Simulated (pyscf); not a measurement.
`[Cl][SiH2][Cl]` + `[H]` [doublet] -> `[SiH2][Cl]` [doublet] + `[ClH]` (concerted two-bond exchange; doublet surface; H–Si, Cl–Si broken, H–Si, Cl–H formed). Structures and frequencies: ωB97X-D3(BJ)/def2-SVP in PySCF. Correlated levels are frozen-core, on RHF or UHF. ΔMP2 is the change of the MP2 total energy from the triple- to the quadruple-zeta basis. Energies in kcal/mol from the separated reactants.

| level | barrier | reaction energy |
|---|---|---|
| ωB97X-D3(BJ)/def2-TZVP | 17.4 | +9.5 |
| PBE/def2-TZVP | ? | +3.9 |
| r²SCAN/def2-TZVP | 10.4 | +4.5 |
| PBE0-D3(BJ)/def2-TZVP | 13.5 | +6.1 |
| ωB97M-D3(BJ)/def2-TZVP | 17.5 | +7.2 |
| CCSD(T)/def2-TZVPP | 19.0 | +4.5 |
| CCSD(T)/def2-TZVPP + ΔMP2(QZVPP) | ? | ? |

Q: What belongs in the gaps?

A: 
- PBE/def2-TZVP, barrier: 9.6
- CCSD(T)/def2-TZVPP + ΔMP2(QZVPP), barrier: 18.5
- CCSD(T)/def2-TZVPP + ΔMP2(QZVPP), reaction energy: +5.4

The same reactants have a lower exit, to Cl–SiH•–Cl + H₂ (barrier +4.9 kcal/mol at ωB97M-D3(BJ), against +17.5 kcal/mol here). One saddle was located; it need not be the lowest between these sides. The CCSD(T) − MP2 part came from Ansatz, without density fitting, on the same reference.
